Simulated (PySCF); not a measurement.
# Working with the constants of MgCl

UHF-CCSD(T) constants of MgCl, ²Σ⁺ (doublet), unpaired electrons σ ↑ (basis Mg 6-311G(d,p), Cl 6-311G(d,p); no relativity; PySCF 2.14; masses 23.9850 and 34.9689 u):

| Quantity | Value |
| --- | --- |
| ωe | 462.4 cm⁻¹ |
| ωexe | 2.0 cm⁻¹ |
| Be | 0.23899 cm⁻¹ |
| αe | 0.00151 cm⁻¹ |
| D (centrifugal) | 2.55e-07 cm⁻¹ |
| De to Mg + Cl | 2.91 eV |

Question: Give the vibrational terms G(v) and spacings up to v = 6.

Answer: G(v) = ωe(v+½) − ωexe(v+½)².

| v | G(v) (cm⁻¹) | G(v) − G(v−1) | Bv (cm⁻¹) |
| --- | --- | --- | --- |
| 0 | 230.7 |  | 0.2382 |
| 1 | 689.1 | 458.4 | 0.2367 |
| 2 | 1143.5 | 454.4 | 0.2352 |
| 3 | 1593.9 | 450.4 | 0.2337 |
| 4 | 2040.3 | 446.4 | 0.2322 |
| 5 | 2482.7 | 442.4 | 0.2307 |
| 6 | 2921.1 | 438.4 | 0.2292 |

Question: How well does the Morse estimate ωe²/(4ωexe) reproduce De, and what is D0?

Answer: It gives 3.31 eV, 114 % of the computed De. D0 = De − G(0) = 2.91 − 0.03 = 2.88 eV.

Correlated steps freeze 6 core orbitals. The state was picked by a PBE0 search and need not be the measured ground state.
